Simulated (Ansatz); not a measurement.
Crystal: Ca2O3, cubic X2O3 (oxygen-deficient fluorite) type, 10 atoms in the cell.

Space group Pn-3m, simple cubic cell, positions in fractions of the edge: Ca (0.25 0.25 0.25), (0.75 0.75 0.25), (0.75 0.25 0.75), (0.25 0.75 0.75); O (0.5 0 0), (0 0.5 0), (0 0 0.5), (0.5 0.5 0), (0.5 0 0.5), (0 0.5 0.5).

Method: PBE, plane waves, PAW datasets (generated soft set 1) in Ansatz 0.2.0 development build.

Cutoff 420 eV; k-mesh 20×20×20 Γ-centred; Fermi–Dirac smearing of 0.0612 eV; no spin polarisation.

The fit to the energies gives V₀ = 15.985 Å³/atom (a₀ = 5.427 Å), B₀ = 77.3 GPa, B₀′ = 4.28.

Task: What pressure does the program print at V = 15.348 Å³/atom, and how far above the lowest computed point (V = 15.987 Å³/atom) does the energy lie?

Result: 3.43 GPa and 6.59 meV/atom. All points:

```json
{"V (Å³/atom)": "15.348", "a (Å)": "5.3540", "E − E(min) (meV/atom)": "6.59", "P (GPa)": "3.43"}
{"V (Å³/atom)": "15.987", "a (Å)": "5.4274", "E − E(min) (meV/atom)": "0.00", "P (GPa)": "-0.01"}
{"V (Å³/atom)": "16.307", "a (Å)": "5.4633", "E − E(min) (meV/atom)": "1.51", "P (GPa)": "-1.48"}
{"V (Å³/atom)": "16.627", "a (Å)": "5.4988", "E − E(min) (meV/atom)": "5.79", "P (GPa)": "-2.80"}
{"V (Å³/atom)": "16.946", "a (Å)": "5.5338", "E − E(min) (meV/atom)": "12.58", "P (GPa)": "-3.98"}
```

The published all-electron PBE values for this crystal (mean of FLEUR and WIEN2k, k-spacing 0.06 Å⁻¹; Bosoni et al., Nat. Rev. Phys. 6, 45 (2024)) are V₀ = 15.987 Å³/atom, B₀ = 77.3 GPa, B₀′ = 4.26.

The stress includes the program's correction for the finite plane-wave basis.

This cubic structure is a model: it isn't the usual form of the substance at ambient conditions, and such phases are metastable or hypothetical. Spin polarisation is left out, and a magnetic state may lie lower.
